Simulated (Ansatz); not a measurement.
## Niobium, bcc: convergence with the plane-wave cutoff

Computed with Ansatz, PBE, scalar-relativistic PAW, on the relaxed cell (a = 3.310 Å; spin not included). Errors count from a run at 420 eV on a Γ-centred 22×22×22 mesh with Fermi-Dirac smearing of 0.1 eV, extrapolated to zero width. Fixed here: mesh 13×13×13, Fermi-Dirac width 0.1 eV. The pressure holds a Pulay correction and is unreliable far below the recommended cutoff. The SCF starts from atomic densities corrected by a trained network.

```csv
cutoff (eV),E(σ→0) error (meV/atom),P (GPa),SCF iterations
150,12485.9,-18.90,6
200,2324.9,5.07,6
250,319.3,0.05,6
300,28.2,-0.12,6
350,-2.0,-0.02,6
500,-4.6,-0.04,6
600,-4.7,-0.04,6
800,-4.7,-0.04,6
```

What does the run at 420 give (cutoff)?

E(σ→0) error (meV/atom): -4.1; P (GPa): -0.04; SCF iterations: 6.

Within 5 meV/atom of the last row: from 350 eV on.
